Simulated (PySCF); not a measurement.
**Computed data sheet: `CP(C)(=O)O`**

C2H7O2P.
Bonds: C1–P2, P2–C3, P2–O4 (double), P2–O5. Hydrogens: H6, H7, H8 on C1; H9, H10, H11 on C3; H12 on O5.

PBE0-D3(BJ)/def2-SVP geometry optimisation, gas phase (PySCF):

| Property | Result |
| --- | --- |
| Rotational constants A, B, C | 4.036, 3.916, 3.717 GHz |

CAM-B3LYP/def2-SVPD ground state, ΔSCF and vertical TDDFT (core frozen in the response) (PySCF):

| Quantity | Value |
| --- | --- |
| Dipole moment | 3.12 D |
| HOMO energy | -9.35 eV |
| LUMO energy | 0.92 eV |
| HOMO–LUMO gap | 10.27 eV |
| Lowest singlet excitation | 7.38 eV (168 nm, f = 0.054) |
| Strongest line among the 10 lowest singlet transitions | S2 at 7.74 eV (160 nm, f = 0.057) |
| Lowest triplet excitation (Tamm–Dancoff) | 7.19 eV |
| Static isotropic polarisability | 55.5 au |
| Vertical ionisation energy | 10.22 eV |
| Electronic spatial extent ⟨r²⟩ about the centre of nuclear charge | 502 bohr² |

From B97-2/pcSseg-2 ground state and GIAO shieldings, non-relativistic (PySCF):

| Quantity | Value |
| --- | --- |
| 13C chemical shifts (computed TMS as zero) by class | 18.6 (C1/C3) ppm |
| 1H chemical shifts (computed TMS as zero) by class | 2.30 (H12), 1.28 (H6/H7/H8/H9/H10/H11) ppm |
| Isotropic shieldings of nuclei other than C and H, by class | 176 (O4), 214 (O5), 263 (P2) ppm |

delta-SCF UKS SCAN, pcX-2 on the ionised atom, pcseg-1 elsewhere, spin-free X2C; 2p3/2 from a spin–orbit splitting computed afterwards within the 2p shell (PySCF):

| Quantity | Value |
| --- | --- |
| Core binding energies | P2p3/2 138.6 (P2), C1s 291.0 (C1/C3), O1s 536.4 (O4), O1s 539.2 (O5), P1s 2152.8 (P2) eV |

Monoisotopic mass (most abundant isotopes): 94.0184 u.

The principal polarisabilities are 52.1, 56.4 and 57.9 au; their mean is the isotropic value. The 10 singlets span 7.38 to 9.23 eV, and their oscillator strengths add up to 0.20. The largest Löwdin shares of the HOMO are 0.62 on O4, 0.14 on P2, 0.09 on C3 and 0.09 on C1. The vertical singlet–triplet gap S1 − T1 is 0.19 eV (TDDFT singlet less Tamm–Dancoff triplet; S1: HOMO→LUMO, weight 0.90; T1: HOMO→LUMO, weight 0.84). The dipole equals about 10.4 × 10⁻³⁰ C·m (1 D = 3.33564 × 10⁻³⁰ C·m).

For the core-ionisation job (SCAN ΔSCF), on one thread, Arm Neoverse V1 (aarch64), shared host with 64 logical CPUs at a one-minute load of 61, this took 29 s wall and 0.53 GiB of memory at its peak.

Shape of the structure used: `[CH3:1][P:2]([CH3:3])(=[O:4])[OH:5]`: H–O5–P2–C1 -128°.

One conformer stands for the species.
